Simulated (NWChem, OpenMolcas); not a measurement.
## Predicting a hybrid from its neighbours: P4

The species is P4 (4 atoms), meant as a singlet with charge 0. SMILES: `P12P3P1P23`. The coordinates come from a PBE0-D4/def2-TZVP relaxation.

The vertical energy of the triplet above the singlet y, in eV, basis def2-SVPD; a is the functional's share of exact exchange. Programs: NWChem 7.3.0, OpenMolcas 26.06.

| functional | program | a | y (eV) |
| --- | --- | --- | --- |
| PBE | OpenMolcas | 0 | 4.73 |
| BLYP | OpenMolcas | 0 | 4.71 |
| B3LYP | NWChem | 0.2 | ? |
| PBE0 | NWChem | 0.25 | 4.79 |
| BHLYP | NWChem | 0.5 | 4.81 |

Q: Fit y = c + s·a to the known rows and predict B3LYP.

A: 
1. Means of the 4 rows: a = 0.1875, y = 4.760.
2. Σ(Δa)² = 0.17188, Σ(Δa·Δy) = 0.0325, so the slope is 0.0325/0.17188 = 0.18909.
3. Intercept: 4.760 − (0.18909) × 0.1875 = 4.725. The largest residual of the fit is 0.018.
4. B3LYP: 4.725 + (0.18909) × 0.2 = 4.76 eV.

The run gave 4.79 eV, so the prediction is off by -0.03 eV, more than the scatter of the fit.
